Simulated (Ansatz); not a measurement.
`CCSCN` → `CCNCS`  (isomerisation)

Calculated with Ansatz (gas phase, PBE0-D4/def2-TZVP geometries, no zero-point term in ΔE). CBS: MP2 limit from def2 TZ/QZ plus the TZ coupled-cluster correction, frozen cores. Functionals use def2-TZVPP. B3LYP here is the variant with VWN-RPA as its local correlation; programs differ in this. One conformer a species, not always the lowest.

`CCSCN`:

Cartesian coordinates in Å:
```
C 0.613 1.385 -1.239
C -0.601 1.132 -0.368
S -1.317 -0.517 -0.551
C -0.095 -1.504 0.334
N 0.018 -1.108 1.719
H 0.376 1.248 -2.295
H 0.979 2.406 -1.096
H 1.432 0.708 -0.986
H -1.414 1.816 -0.623
H -0.370 1.271 0.690
H -0.425 -2.538 0.164
H 0.883 -1.395 -0.142
H -0.846 -1.293 2.214
H 0.766 -1.610 2.181
```

`CCNCS`:

Z-matrix (Å, degrees):
```
C
C 1 1.523
H 1 1.093 2 112.0
H 1 1.093 2 110.7 3 -119.8
H 1 1.094 2 110.9 3 120.6
N 2 1.452 1 116.3 3 -62.3
H 2 1.094 1 109.5 3 176.0
H 2 1.096 1 109.7 3 59.9
C 6 1.438 2 114.8 1 64.0
H 6 1.013 2 111.3 1 -61.7
S 9 1.805 6 111.8 2 178.1
H 9 1.101 6 115.5 2 -63.9
H 9 1.093 6 108.7 2 56.5
H 11 1.343 9 95.9 6 -56.2
```

| species | B3LYP-D4 energy (Eh) |
| --- | --- |
| `CCSCN` | -572.79929 |
| `CCNCS` | -572.79026 |

Question: Work out ΔE.

Answer: ΔE = (-572.79026) − (-572.79929) = 0.00903 Eh = +0.25 eV. CCSD(T)/CBS gives +0.26 eV.

Largest T1 diagnostic among the species: 0.010.

In def2-TZVPP, CCSD(T) changes the Hartree–Fock value by +0.06 eV (the triples alone add +0.02 eV) and MP2 by +0.10 eV.
